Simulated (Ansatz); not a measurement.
## Dissociation curves of NClO (nitrosyl chloride)

The species is NClO (3 atoms), meant as a singlet with charge 0. As SMILES, `O=NCl`. The coordinates come from a PBE0-D4/def2-TZVP relaxation.

```jsonl
{"atom": "O", "x (Å)": "1.0001", "y (Å)": "-0.3383", "z (Å)": "0.5139"}
{"atom": "N", "x (Å)": "0.0520", "y (Å)": "-0.5996", "z (Å)": "-0.0358"}
{"atom": "Cl", "x (Å)": "-1.0521", "y (Å)": "0.9379", "z (Å)": "-0.4780"}
```

The N2–Cl3 distance is scanned; the parts on either side stay rigid. Basis STO-3G, 7 core orbitals frozen in the correlated methods; program Ansatz 0.2.0. FCI is exact within this basis and core. Energies in eV from each method's value at 1.944 Å; methods without a U are spin-restricted; a dash marks a point that is missing or didn't converge. The shape above is that at 1.944 Å.

```tsv
distance (Å)	PBE	revPBE	wB97M-V	HSE06	MP2	CCSDTQ	FCI
1.944	0.00	0.00	0.00	0.00	0.00	0.00	0.00
2.430	0.55	0.48	1.03	0.87	0.51	0.45	0.44
2.916	1.53	1.40	2.43	2.06	1.32	1.03	1.02
3.888	2.38	2.21	3.89	3.12	1.22	1.20	1.20
4.860	2.52	2.35	4.39	3.34	0.07	–	1.21
```

Departure from the FCI curve at its largest: PBE +1.31 eV at 4.86 Å; revPBE +1.14 eV at 4.86 Å; wB97M-V +3.19 eV at 4.86 Å; HSE06 +2.13 eV at 4.86 Å; MP2 -1.13 eV at 4.86 Å; CCSDTQ +0.01 eV at 3.89 Å. The curve of MP2 turns over, which the reference doesn't. Restricted functionals keep the electrons paired too, and rise too high.
